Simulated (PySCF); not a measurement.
P₂.
Atom-mapped SMILES: `[P:1]#[P:2]`

Geometry (B3LYP/def2-TZVP, Å), atoms numbered from 1 in this order:
```
atom  x, y, z in Å
P1     0.448   -0.555    0.613
P2    -0.445    0.556   -0.627
```

Computed with B3LYP/def2-TZVP geometry optimisation, gas phase in PySCF 2.14.0.

Take the most abundant isotopes and a rigid rotor. 

**Question.** What are the moment of inertia and the rotational constant?

**Answer.** I = 55.307 u·Å², B = 505379 MHz·u·Å²/I = 9138 MHz (0.3048 cm⁻¹, or 0.439 K as hB/k). For two atoms I = μr² with μ = 15.4869 u and r = 1.8898 Å.

**Question.** List the first levels of a rigid rotor in a Σ state.

**Answer.** E(J) = BJ(J+1): J = 1: 0.610, J = 2: 1.829, J = 3: 3.658, J = 4: 6.096, J = 5: 9.144, J = 6: 12.802 cm⁻¹.

**Question.** Has it a pure rotational spectrum?

**Answer.** Not by electric dipole: D∞h allows no dipole (computed 0.00 D). Rotational Raman lines (ΔJ = 2) lie at B(4J + 6), spaced by 4B = 1.219 cm⁻¹, with nuclear-spin weights that differ between even and odd J.

**Question.** Estimate the classical rotational partition function at 10 K, 50 K and 298.15 K.

**Answer.** Point group D∞h, symmetry number σ = 2; q = kT/(σhB), k/h = 20836.6 MHz/K: 11.4 at 10 K, 57.0 at 50 K, 340 at 298.15 K.

Not checked by B3LYP/def2-TZVP frequencies. Zero-point vibration and centrifugal distortion are left out.
